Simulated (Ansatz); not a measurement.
`C#CC(C)(C)F` + H₂ → `CC(C)F` + `C#C`  (hydrogenolysis of a C–C bond)

Computed with Ansatz on PBE0-D4/def2-TZVP structures; ΔE is electronic, products minus reactants. CCSD(T)/CBS adds triple-zeta CCSD(T) − MP2 to the extrapolated MP2 energy (def2 sets, frozen cores). This one scheme is used for every species. Functionals use def2-TZVPP. B3LYP here is the variant with VWN-RPA as its local correlation; programs differ in this. HSE06 is defined as in plane-wave codes.

(1) Is it downhill or uphill in electronic energy at CCSD(T)/CBS, and by how much? (Estimate.)

(2) What do these levels give: r2SCAN-D4, B3LYP-D4, r2SCAN0-D4, BHLYP-D4, revPBE, BLYP, HSE06, BHLYP, CCSD(T)/def2-SVP, CCSD/def2-TZVPP, SCS-MP2/def2-QZVPP, CCSD/CBS(def2)? (Estimate.)

(3) What do rigid-rotor, harmonic-oscillator terms from PBE0-D4/def2-TZVP frequencies (298.15 K, 1 bar) make of the CCSD(T)/CBS value? (Estimate.)

Largest T1 diagnostic among the species: 0.013.

Results:

(1) The calculation gave: Downhill: ΔE = -10.2 kcal/mol.

(2) The calculation gave: r2SCAN-D4 -8.8, B3LYP-D4 -10.0, r2SCAN0-D4 -9.8, BHLYP-D4 -11.4, revPBE -11.2, BLYP -12.3, HSE06 -11.0, BHLYP -13.4, CCSD(T)/def2-SVP -9.3, CCSD/def2-TZVPP -11.4, SCS-MP2/def2-QZVPP -9.7, CCSD/CBS(def2) -11.6 kcal/mol.

(3) Computed: ΔZPE = +5.1 kcal/mol, ΔH = -6.0 kcal/mol, ΔS = 29 J/(mol·K), ΔG = -8.0 kcal/mol.

From PBE to PBE0 (25 % exact exchange), in def2-TZVPP and without D4, ΔE moves by −1.0 kcal/mol. Leaving LDA and LC-ωPBE aside and taking each functional with its dispersion term where it has one, the values, not all of them listed here, spread over 4.3 kcal/mol, from BHLYP-D4 to revPBE-D4. LDA lies +3.1 kcal/mol from PBE without D4. In def2-TZVPP, CCSD(T) changes the Hartree–Fock value by +6.0 kcal/mol (the triples alone add +1.4 kcal/mol) and MP2 by +7.9 kcal/mol.
